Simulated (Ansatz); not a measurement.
Geometry optimisation, RKS PBE-D4/def2-mTZVP in Ansatz 0.2.0.

Input file:

```yaml
crystal:
  periodic: [false, false, false]
  atoms:
    - { symbol: Al, position_ang: [0.032209, 0.257505, -0.032873] }
    - { symbol: H, position_ang: [-0.162005, 0.315282, 1.528017] }
    - { symbol: H, position_ang: [1.501583, 0.407594, -0.647935] }
    - { symbol: H, position_ang: [-1.250127, 0.088563, -0.971614] }
    - { symbol: "N", position_ang: [0.036863, -2.515568, 1.37578] }
    - { symbol: H, position_ang: [-0.661795, -2.747073, 0.665173] }
    - { symbol: H, position_ang: [0.978462, -2.610676, 0.986068] }
    - { symbol: H, position_ang: [-0.107189, -1.541727, 1.720084] }
basis:
  gaussian: { orbitals: def2-mTZVP }
hamiltonian:
  xc: pbe
  dispersion: d4
relax:
  f_tol: 0.03
  max_steps: 50
output:
  orbitals: {}
```

Launched with:

```bash
$ ansatz run input.yaml --threads 1 --pin off --max-ram 2048MiB --backend cpu --events-out ev --progress --plain --runs-dir out
```

Problem. Where does it end, and by what steps?

Solution. It converged. The force dipped under the threshold on the way, but the program's further checks kept it going. After 20 steps the energy has fallen by 1.229 eV; H8 moved furthest, 0.79 Å. Joined: Al1–N5.

```tsv
step	energy less start (eV)	largest force component (eV/Å)	accepted
0	0.0000	0.774	yes
1	-0.0713	1.150	yes
2	-0.1549	1.385	yes
3	-0.2387	1.383	yes
4	-0.2838	1.481	yes
5	-0.7247	1.407	yes
6	-0.9320	2.153	yes
7	-1.1746	0.471	yes
8	-1.1982	0.083	yes
9	-1.2019	0.010	yes
10	-1.2028	0.067	yes
11	-1.2018	0.344	no
12	-1.2049	0.036	yes
13	-1.2076	0.197	yes
14	-1.2098	0.319	yes
15	-1.2161	0.224	yes
16	-1.2244	0.024	yes
17	-1.2071	0.632	no
18	-1.2257	0.186	yes
19	-1.2271	0.130	yes
20	-1.2289	0.002	yes
```

```xyz
8
Properties=species:S:1:pos:R:3
Al 0.020 -0.037 0.161
H 0.175 0.806 1.530
H 1.308 -0.133 -0.809
H -1.441 -0.087 -0.526
N 0.070 -1.962 0.958
H -0.067 -2.675 0.234
H 0.967 -2.159 1.414
H -0.664 -2.099 1.661
```

Whether the end is a true minimum wasn't checked by a vibrational analysis.

The run took 32 s on 1 thread of Intel(R) Xeon(R) Platinum 8259CL CPU @ 2.50GHz (Skylake/Cascade Lake), on a shared host, peak memory 0.12 GiB.
